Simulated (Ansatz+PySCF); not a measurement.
## singlet BNH₆: levels of theory in one basis

| atom | x (Å) | y (Å) | z (Å) |
| --- | --- | --- | --- |
| B | 0.0069 | 0.0010 | -0.9084 |
| N | 0.0040 | 0.0045 | 0.7275 |
| H | 0.0094 | -1.1785 | -1.2389 |
| H | -1.0211 | 0.5900 | -1.2517 |
| H | 1.0262 | 0.5832 | -1.2358 |
| H | -0.0033 | 0.9484 | 1.0798 |
| H | -0.8286 | -0.4726 | 1.0804 |
| H | 0.8307 | -0.4719 | 1.0950 |

Basis set: def2-SVP (spherical functions). Correlated methods keep 2 orbitals frozen. Charge 0, multiplicity 1.

Computed with Ansatz (development build ahead of 0.2.0); each method stands on the lowest determinant of its kind that the runs found.

| method | E − E(RHF) (eV) | <S²> of the determinant |
| --- | --- | --- |
| RHF | 0.00 | 0.00 |
| RHF-MP2 | -8.11 | – |
| RHF-CCSD(T) | -9.29 | – |

(1) What does RHF-CCSD give on the same scale?

(2) Is a single determinant a sound starting point here?

Results:

(1) -9.09 eV.

(2) By this sign, yes. Unrestricted orbitals gain 0.00 eV and <S²> is 0.00 against 0.00 for a pure state.
